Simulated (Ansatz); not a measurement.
# BH2+ (singlet): from Hartree-Fock to the top rungs at distance B1–H2 = 1.070 Å, cc-pVQZ

One table from this session's results is given with a row withheld; the runs are named, their logs left out.

Method: cc-pVQZ, core rule «outside noble gas», up to 1 orbitals frozen; program: Ansatz 0.2.0, Gaussian basis.

Plan: UHF; CCSD(T) on RHF; BCCD(T) on RHF; CCSDT(Q) on RHF; CASSCF and MRCISD+Q, 4 electrons in 6 orbitals; CASSCF and NEVPT2, 4 electrons in 6 orbitals; Full CI.

## The system

The geometry derives from a PBE0/def2-TZVP stationary point (not a proven minimum). One bond is set to the value named and the two fragments are kept rigid.

3 atoms, charge 1, spin multiplicity 1.

Atoms are counted from 1 here; the program's logs count them from 0.

Bond lengths: B1–H2 1.070 Å, B1–H3 1.179 Å. Angles: H2–B1–H3 180.0°.

The first run:

The input, in.yaml:

```yaml
crystal:
  periodic: [false, false, false]
  atoms:
    - {symbol: B, position_ang: [0.000000, 0.000000, -0.036394]}
    - {symbol: H, position_ang: [0.000000, 0.000000, -1.106394]}
    - {symbol: H, position_ang: [0.000000, 0.000000, 1.142787]}
basis:
  gaussian: {orbitals: cc-pVQZ}
total_charge: 1
magnetization: {spin_polarized: true, initial_magnetization: 0}
hamiltonian: {xc: hf}
output: {orbitals: {seedname: orbitals}}
```

Run with:

```sh
$ ansatz run in.yaml --threads 1 --pin off --events-out ev --progress --plain --max-ram 4096MiB --backend cpu
```

Among the steps run: UHF; CCSD(T) on RHF; BCCD(T) on RHF; CCSDT(Q) on RHF; CASSCF and MRCISD+Q, 4 electrons in 6 orbitals; CASSCF and NEVPT2, 4 electrons in 6 orbitals; Full CI.

One of the session's tables, all rows but one given; the rest of the session is left out.

```
          method  from FCI (meV)
             RHF         +2433.0
            RMP2          +446.3
           RCCSD               ?
        RCCSD(T)            +6.3
         BCCD(T)            +6.3
          RCCSDT            +0.5
       RCCSDT(Q)            +0.1
  CASSCF valence         +1193.1
  NEVPT2 valence          +376.6
  MRCISD valence           +38.9
MRCISD+Q valence           +18.2
             FCI               0
```

Q: Estimate the row for RCCSD from the others.

**Answer.** from FCI (meV): +32.6. In the column «from FCI (meV)» it lies between MRCISD+Q valence (+18.2) and MRCISD valence (+38.9).
